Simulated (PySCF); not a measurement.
## Computed data sheet: `FN(F)F` (nitrogen trifluoride)

Nitrogen trifluoride, NF3.
Z-matrix (Å and degrees, PBE0-D3(BJ)/def2-TZVP geometry), rows numbered from 1:
```
F 
N   1  1.3604
F   2  1.3605  1  102.12
F   2  1.3602  1  102.16  3   105.40
```

From PBE0-D3(BJ)/def2-TZVP geometry optimisation, gas phase (PySCF):

```
Point group                  : C3v
Rotational constants A, B, C : 10.858, 10.849, 5.940 GHz
```

CAM-B3LYP/aug-cc-pVTZ ground state and vertical TDDFT (core frozen in the response) (PySCF):

```
Dipole moment                                                     : 0.20 D
HOMO energy                                                       : -11.91 eV
LUMO energy                                                       : 1.25 eV
HOMO–LUMO gap                                                     : 13.16 eV
Lowest singlet excitation                                         : 8.54 eV (145 nm, f = 0.017)
Lowest triplet excitation (Tamm–Dancoff)                          : 6.94 eV
Static isotropic polarisability                                   : 18.4 au
Electronic spatial extent ⟨r²⟩ about the centre of nuclear charge : 197 bohr²
```

**B97-2/pcSseg-2 ground state and GIAO shieldings, non-relativistic (PySCF)**

```
Isotropic shieldings of nuclei other than C and H, by class : -145 (N2), 56 (F1/F3/F4) ppm
```

Monoisotopic mass (most abundant isotopes): 70.9983 u.

The rotational constants are those of an oblate symmetric top; the small spread among constants that symmetry makes equal is optimisation noise. With B = h/(8π²I), that is 505.379 GHz u Å² over I, the principal moments of inertia are 46.5, 46.6 and 85.1 u Å² (most abundant isotopes). In wavenumbers S1 is 68900 cm⁻¹ (1 eV = 8065.54 cm⁻¹). The largest Löwdin shares of the HOMO are 0.48 on N2, 0.17 on F1, 0.17 on F3 and 0.17 on F4. No computed singlet falls in the visible range (750 to 380 nm, 1.65 to 3.26 eV); S1 lies 5.28 eV above its blue end. In atomic units the dipole is 0.08 e·bohr (1 au = 2.5417 D). The polarisability is 2.72 Å³ as a volume (1 au = 0.148185 Å³), or 0.54 au for each of the 34 electrons.

Isolated species at its PBE0-D3(BJ)/def2-TZVP geometry, gas phase.
